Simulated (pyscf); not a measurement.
PySCF, gas phase, ωB97X-D3(BJ)/def2-SVP geometries.

**Question.** methyl (CH₃•) + H₃C–AlH–CH₃ → methane (CH₄) + •H₂C–AlH–CH₃
Surface: doublet. Broken: C–H. Formed: C–H. Give ΔE‡ and ΔE from ωB97M-D3(BJ)/def2-TZVP, relative to the separated reactants.

**Answer.** ΔE‡ = 12.3 kcal/mol, ΔE = -8.2 kcal/mol. Zero-point energy shifts the barrier by -0.2 kcal/mol. It is a hydrogen abstraction, with an imaginary mode of 1665i cm⁻¹. On the reactant side the descent ends in a bound adduct (not fully relaxed), 8.9 kcal/mol under the separated species and 20.1 kcal/mol under the saddle at ωB97X-D3(BJ)/def2-TZVP. The same reactants have a lower exit, to CH₄ + [H₃C–Al–CH₃]• (barrier +1.1 kcal/mol at ωB97M-D3(BJ)/def2-TZVP, against +12.3 kcal/mol here). •H₂C–AlH–CH₃ lies 14.3 kcal/mol over its isomer [H₃C–Al–CH₃]• (electronic energy, ωB97M-D3(BJ)/def2-TZVP). One saddle was located; it need not be the lowest between these sides. The angle at the transferred H is 174°.
